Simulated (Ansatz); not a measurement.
How far each method lies from full CI for [H···H···CH2], triplet

All five atoms lie in one plane.

Geometry: a point of a hydrogen-transfer path between rigid fragments, not a stationary point.

```yaml
atoms:
  - { symbol: H, position_ang: [-1.9779, 0.0000, 0.0000] }
  - { symbol: H, position_ang: [-0.9399, 0.0000, 0.0000] }
  - { symbol: C, position_ang: [0.1501, 0.0000, 0.0000] }
  - { symbol: H, position_ang: [0.5646, 0.0000, 0.9962] }
  - { symbol: H, position_ang: [0.5646, 0.0000, -0.9962] }
```

Basis 6-31G; Ansatz 0.2.0. Only valence electrons are correlated (noble-gas cores frozen), which leaves 8 electrons in 16 orbitals. R marks a restricted (for open shells ROHF) determinant, U an unrestricted one. Active spaces: valence = (8e, 8o) chosen from the atoms' valence shells; pair = (4e, 4o) about the gap.

Full CI is exact within this basis and frozen core; it isn't the basis-set limit. The frozen core follows each run's orbitals, which can shift R against U totals by a few meV.

For open shells CISD and CISDTQ are restricted-active-space CI with the open shells as a complete middle space.

The UHF ⟨S²⟩ is 2.027. The T1 diagnostic (RCCSD) is 0.0232. The largest doubles amplitude (RCCSD) is 0.041. The T1 diagnostic (UCCSD) is 0.0088.

```
                   level  E − E(full CI) (mEh)  share of correlation (%)  wall time
                     RHF                107.23                      0.00          –
                     UHF                 98.50                      8.15          –
                    RMP2                 22.24                     79.26          –
                    UMP2                 20.98                     80.43          –
                    CISD                  5.02                     95.32     0.57 s
                   RCCSD                  1.54                     98.56          –
                   UCCSD                  1.50                     98.60          –
                RCCSD(T)                  0.34                     99.68     0.33 s
                UCCSD(T)                  0.34                     99.68      0.3 s
                 BCCD(T)                  0.36                     99.67     0.39 s
                  RCCSDT                  0.10                     99.91          –
                  UCCSDT                  0.08                     99.92          –
                  CISDTQ                  0.09                     99.92      1.6 s
               RCCSDT(Q)                  0.01                     99.99      2.5 s
               UCCSDT(Q)                 -0.01                    100.01      2.2 s
                 RCCSDTQ                  0.00                    100.00       15 s
                 UCCSDTQ                 -0.01                    100.01       15 s
     CASSCF (pair space)                 87.13                     18.75          –
     NEVPT2 (pair space)                 18.17                     83.06     0.24 s
  CASSCF (valence space)                 41.96                     60.87          –
  NEVPT2 (valence space)                  9.26                     91.36      2.2 s
  MRCISD (valence space)                  1.08                     98.99          –
MRCISD+Q (valence space)                  0.28                     99.74      2.9 s
```

The correlation energy at full CI, counted from RHF, is -2.918 eV. That run took 3.2 s on 1 thread of Arm Neoverse V1, shared host over 795,200 determinants.

Times hold each run's SCF and search for its determinant on a shared host, so for small cases they say little of a method's own cost; they ran on 1 thread of Arm Neoverse V1.

The full-CI state has the irrep B1 of C2v, in the program's axes.

Natural occupations of full CI about the gap: 1.975 1.969 1.966 1.000 0.993 0.027 0.022 0.021 0.007 0.006; effectively unpaired electrons, Σ n²(2−n)², 2.02.
